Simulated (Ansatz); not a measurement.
Nickel, fcc: convergence with the plane-wave cutoff

Computed with Ansatz, PBE, scalar-relativistic PAW, on the relaxed cell (a = 3.519 Å; ferromagnetic, net 0.63 μB per atom). Errors count from a run at 420 eV on a Γ-centred 25×25×25 mesh with Fermi-Dirac smearing of 0.05 eV, extrapolated to zero width. Fixed here: mesh 15×15×15, Fermi-Dirac width 0.05 eV. The pressure holds a Pulay correction and is unreliable far below the recommended cutoff.

| cutoff (eV) | E(σ→0) error (meV/atom) | P (GPa) | sphere moment (μB) | SCF iterations |
| --- | --- | --- | --- | --- |
| 150 | 87639.7 | 68.42 | 0.00 | 12 |
| 200 | 15261.1 | -50.40 | 0.58 | 13 |
| 250 | 2545.1 | 9.25 | 0.66 | 13 |
| 300 | 278.7 | 3.59 | 0.69 | 12 |
| 350 | 13.9 | 0.13 | 0.69 | 12 |
| 420 | -1.6 | 0.01 | 0.70 | 12 |
| 600 | -3.8 | -0.03 | 0.70 | 12 |
| 800 | -4.2 | -0.04 | 0.70 | 12 |

Q: What does the run at 500 give (cutoff)?

A: E(σ→0) error (meV/atom): -3.3; P (GPa): -0.02; sphere moment (μB): 0.70; SCF iterations: 13.

Within 5 meV/atom of the last row: from 420 eV on.
